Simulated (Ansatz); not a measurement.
# BClH2: the cost of one run

All numbers are computed with Ansatz 0.2.0 through its Python package. Level of theory: B3LYP/def2-SVP.

**1. Starting point**

Bond lengths: B1–Cl2 1.783 Å, B1–H3 1.223 Å, B1–H4 1.231 Å. Angles: Cl2–B1–H3 124.3°, Cl2–B1–H4 118.1°, H3–B1–H4 117.5°.

No structure file is read: the coordinates are typed or built in the script.

**2. The script**

Contents of relaxed_scan.py:

```python
'''Relaxed scan of one distance in BClH2.'''

import ansatz
import numpy as np

bclh2 = (
    ansatz.Crystal.molecule()
    .atom('B', (-0.104, -0.0078, -0.0595))
    .atom('Cl', (1.4417, -0.3917, 0.7414))
    .atom('H', (-1.1714, -0.5398, 0.2112))
    .atom('H', (-0.1108, 0.879, -0.9134))
)

setup = (
    bclh2.calculation()
    .basis(gaussian='def2-SVP')
    .functional('b3lyp')
    .accuracy('medium')
)
symbols = [site.symbol for site in bclh2.cartesian_sites]
pairs = [(0, 1), (0, 2), (0, 3)]
print('held (A)   E (eV)        ', '  '.join(f'{symbols[i]}{i}-{symbols[j]}{j}' for i, j in pairs))
for length in [1.64, 1.78, 1.93, 2.14, 2.41]:
    summary = setup.relax(constraints=[ansatz.DistanceConstraint((0, 1), at=length)], force_tolerance=0.02, max_steps=60).run(threads=1, backend='cpu').report
    xyz = np.array(summary['positions_ang'])
    print(f'{length:6.2f} {summary["free_energy_ev"]:14.5f}  ', '  '.join(f'{np.linalg.norm(xyz[i] - xyz[j]):.3f}' for i, j in pairs))
```

**3. Launch**

On the command line:

```bash
$ python relaxed_scan.py
```

Q: Estimate wall time and peak memory on 1 thread of Arm Neoverse V2, shared host.

About 16 s, with a peak of 0.18 GiB.
